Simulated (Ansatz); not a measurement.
Geometry optimisation, Ansatz 0.2.0, RKS revPBE-D4/def2-SVP.

input.yaml

```yaml
crystal:
  periodic: [false, false, false]
  atoms:
    - { symbol: Si, position_ang: [-0.7853, 0.7426, -0.1142] }
    - { symbol: C, position_ang: [0.4188, -0.7761, 0.8715] }
    - { symbol: H, position_ang: [-1.6537, 0.1199, -1.1091] }
    - { symbol: H, position_ang: [-1.7115, 0.8457, 1.049] }
    - { symbol: H, position_ang: [-0.2441, 2.0903, -0.1364] }
    - { symbol: H, position_ang: [0.8369, -0.3064, -0.3773] }
    - { symbol: O, position_ang: [0.7947, 0.4318, -1.4158] }
    - { symbol: H, position_ang: [-0.3946, -1.1388, 1.4904] }
    - { symbol: H, position_ang: [0.8615, -1.6935, 0.4676] }
    - { symbol: H, position_ang: [1.1365, -0.302, 1.5334] }
    - { symbol: H, position_ang: [0.7406, -0.0136, -2.2593] }
basis:
  gaussian: { orbitals: def2-SVP }
hamiltonian:
  xc: revpbe
  dispersion: d4
relax:
  f_tol: 0.15
  max_steps: 25
  restrain:
    - { distance: [0, 6], at: 3.07, k: 30.0 }
    - { distance: [5, 1], at: 2.37, k: 30.0 }
    - { distance: [0, 1], at: 1.87, k: 30.0 }
    - { distance: [5, 6], at: 0.97, k: 30.0 }
```

Command:

```bash
$ ansatz run input.yaml --threads 2 --pin off --max-ram 3072MiB --backend cpu --events-out ev --progress --plain --runs-dir out
```

Task: Where does it end, and by what steps?

Result: The forces met the threshold. The restraints hold the end off the free minimum. After 10 steps the energy has fallen by 2.019 eV (the restraints' own energy left out); H6 moved furthest, 0.92 Å. Parted: Si1–O7. Joined: H6–O7.

| step | energy less start (eV) | largest force component (eV/Å) | accepted |
| --- | --- | --- | --- |
| 0 | 0.0000 | 2.247 | yes |
| 1 | -0.4248 | 3.903 | yes |
| 2 | -0.6446 | 4.054 | yes |
| 3 | -1.1650 | 3.154 | yes |
| 4 | -1.7515 | 1.606 | yes |
| 5 | -1.9499 | 1.024 | yes |
| 6 | -1.9995 | 0.402 | yes |
| 7 | -2.0018 | 0.543 | yes |
| 8 | -2.0150 | 0.446 | yes |
| 9 | -2.0067 | 0.832 | no |
| 10 | -2.0186 | 0.396 | yes |

```xyz
11
Properties=species:S:1:pos:R:3
Si -1.000 0.646 0.280
C 0.178 -0.672 0.935
H -1.629 0.205 -1.015
H -2.128 0.868 1.259
H -0.317 1.966 0.093
H 1.561 -0.190 -0.936
O 1.318 0.347 -1.710
H -0.295 -1.186 1.794
H 0.421 -1.458 0.192
H 1.132 -0.244 1.309
H 0.759 -0.282 -2.201
```

Whether the end is a true minimum wasn't checked by a vibrational analysis.

Run time: 11 s on 2 threads of Intel(R) Xeon(R) Platinum 8488C (Sapphire Rapids) (shared host), peak memory 0.14 GiB.
